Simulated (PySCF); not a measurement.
The numbers are results of r2SCAN-D4/def2-TZVP (PySCF 2.14.0), not measurements. Gas-phase values, no solvent. One relaxed conformer stands for a flexible species; it need not be the lowest. Excitations are Tamm–Dancoff values on a coarser integration grid. The basis has no diffuse functions, so Rydberg states are missing or too high.

Reference species (SMILES): `Cl[Si](Cl)(Cl)Cl` (neutral, multiplicity 1).

```
Item                   Result
-------------------  --------
HOMO                 -8.50 eV
S1 excitation (TDA)   7.34 eV
LUMO                 -1.26 eV
```

Changed species: `S[Si](S)(S)S` (4 of 4 Cl replaced by SH; the reference has 0 of 4 Cl replaced by SH).

Task: What does the change do to the HOMO, S1 excitation (TDA) and LUMO?

Result: the HOMO goes up by 2.10 eV, to -6.40 eV; the S1 excitation (TDA) falls by 2.45 eV, to 4.89 eV; the LUMO decreases by 0.28 eV, to -1.54 eV.
